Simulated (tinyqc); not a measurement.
Inside a calculation. Method: coupled-perturbed Hartree-Fock on RHF in the sto-3g basis, for H2O, spin multiplicity 1. One step of it, computed by the program tinyqc.

Problem. Coupled step 2. U_ai = -(mu_ai + sum_bj [4 (ai|bj) - (ab|ij) - (aj|bi)] U_bj) / (e_a - e_i); alpha = -4 sum U_ai mu_ai.

U after step 1:
```
           i1        i2        i3        i4        i5
a6   0.000000  0.000000  0.960306  0.000000  0.000000
a7  -0.002116  0.098370  0.000000  0.824180  0.000000
```

dipole integrals <a|y|i> (bohr):
```
          i1         i2         i3         i4        i5
a6  0.000000   0.000000  -0.859664   0.000000  0.000000
a7  0.055409  -0.114838   0.000000  -0.713943  0.000000
```

orbital energies (hartree): MO1 -20.251114, MO2 -1.241158, MO3 -0.585650, MO4 -0.448161, MO5 -0.389081, MO6 0.549762, MO7 0.670927

Two-electron integrals over orbitals (pq|rs), unique and non-zero (hartree):
```
(11|11) 4.745498    (21|11) -0.421187   (21|21) 0.059269    (22|11) 1.009290
(22|21) -0.013880   (22|22) 0.724581    (31|31) 0.010809    (32|31) 0.017322
(32|32) 0.138888    (33|11) 0.783876    (33|21) -0.004509   (33|22) 0.632742
(33|33) 0.616596    (41|11) 0.178040    (41|21) -0.022484   (41|22) 0.014604
(41|33) 0.006131    (41|41) 0.026418    (42|11) -0.138652   (42|21) 0.008809
(42|22) -0.007681   (42|33) 0.005758    (42|41) 0.018593    (42|42) 0.127176
(43|31) -0.003087   (43|32) 0.023650    (43|43) 0.050476    (44|11) 0.973547
(44|21) -0.012597   (44|22) 0.669980    (44|33) 0.584881    (44|41) -0.010256
(44|42) -0.101553   (44|44) 0.749517    (51|51) 0.026010    (52|51) 0.032741
(52|52) 0.146623    (53|53) 0.027756    (54|51) -0.012954   (54|52) -0.046269
(54|54) 0.053072    (55|11) 1.115346    (55|21) -0.011860   (55|22) 0.749405
(55|33) 0.617625    (55|41) 0.004982    (55|42) -0.074559   (55|44) 0.713853
(55|55) 0.880159    (61|11) -0.221195   (61|21) 0.033422    (61|22) -0.001210
(61|33) 0.000435    (61|41) 0.000827    (61|42) 0.020651    (61|44) -0.017936
(61|55) -0.005862   (61|61) 0.029076    (62|11) 0.292130    (62|21) -0.006397
(62|22) 0.138987    (62|33) 0.072166    (62|41) 0.018595    (62|42) 0.024774
(62|44) 0.077434    (62|55) 0.152132    (62|61) 0.008254    (62|62) 0.099181
(63|31) 0.002958    (63|32) -0.038740   (63|43) -0.032411   (63|63) 0.072304
(64|11) 0.240740    (64|21) -0.002817   (64|22) 0.107403    (64|33) 0.045552
(64|41) 0.001655    (64|42) -0.039945   (64|44) 0.127667    (64|55) 0.130207
(64|61) -0.001110   (64|62) 0.061108    (64|64) 0.080444    (65|51) 0.014645
(65|52) 0.055965    (65|54) 0.001264    (65|65) 0.036826    (66|11) 0.795641
(66|21) -0.007195   (66|22) 0.606313    (66|33) 0.562974    (66|41) 0.019881
(66|42) 0.054319    (66|44) 0.547882    (66|55) 0.585161    (66|61) 0.008764
(66|62) 0.095728    (66|64) 0.047831    (66|66) 0.592285    (71|31) 0.014856
(71|32) 0.022434    (71|43) -0.004368   (71|63) 0.003534    (71|71) 0.020462
(72|31) 0.014247    (72|32) 0.046077    (72|43) -0.033158   (72|63) 0.033423
(72|71) 0.018614    (72|72) 0.064370    (73|11) 0.365198    (73|21) -0.007254
(73|22) 0.148102    (73|33) 0.089386    (73|41) -0.000557   (73|42) -0.077846
(73|44) 0.152786    (73|55) 0.194836    (73|61) -0.006468   (73|62) 0.073644
(73|64) 0.088213    (73|66) 0.040562    (73|73) 0.155585    (74|31) -0.009108
(74|32) -0.076001   (74|43) -0.004267   (74|63) 0.048616    (74|71) -0.012399
(74|72) -0.016908   (74|74) 0.070133    (75|53) 0.023787    (75|75) 0.024624
(76|31) 0.008496    (76|32) 0.093539    (76|43) 0.053927    (76|63) -0.064999
(76|71) 0.011225    (76|72) -0.007821   (76|74) -0.059188   (76|76) 0.113984
(77|11) 0.855056    (77|21) -0.009128   (77|22) 0.617225    (77|33) 0.598918
(77|41) 0.004030    (77|42) -0.015848   (77|44) 0.596026    (77|55) 0.618047
(77|61) -0.004455   (77|62) 0.065858    (77|64) 0.045442    (77|66) 0.560145
(77|73) 0.093520    (77|77) 0.609632
```

Give: U after step 2; polarisability.

Solution.

U after step 2:
```
        i1     i2     i3     i4     i5
a6   0.000  0.000  1.015  0.000  0.000
a7  -0.002  0.114  0.000  0.880  0.000
```

polarisability = 6.055 bohr^3
